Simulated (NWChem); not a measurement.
## Correlation energy of ethanol (C₂H₆O)

SMILES: CCO
```xyz
9

C     -1.1961     0.1358     0.2499
C      0.0782    -0.4235    -0.3534
O      1.2217     0.3105    -0.0034
H     -2.0803    -0.4258    -0.0899
H     -1.3248     1.1921    -0.0312
H     -1.1730     0.0794     1.3515
H      0.1824    -1.4950    -0.0839
H      0.0180    -0.3878    -1.4531
H      1.3116     0.2790     0.9547
```
Charge 0, spin multiplicity 1.

The numbers come from NWChem runs, not from measurements. All single points use one geometry, from PBE0/def2-SVP, a minimum by its harmonic frequencies. It is one conformer; others weren't searched.

Basis set: cc-pVDZ. Each correlation energy counts from its own Hartree-Fock reference.

```csv
method,correlation energy (mHa),difference from CCSD(T)
RI-MP2,-481.4,+50.6
MP2,-481.5,+50.5
SCS-MP2,-479.4,+52.6
CCSD,-519.3,+12.7
CCSD+T(CCSD),-532.4,-0.4
CCSD(T),-532.0,0.0
CR-CCSD[T],-529.5,+2.5
CR-CCSD(T),-529.2,+2.8
```

The values span 53.0 mHa, from CCSD+T(CCSD) (lowest) to SCS-MP2 (highest). 

The correlated methods keep 3 core orbitals frozen. Differences from the coupled-cluster row are differences between methods, not errors against experiment.
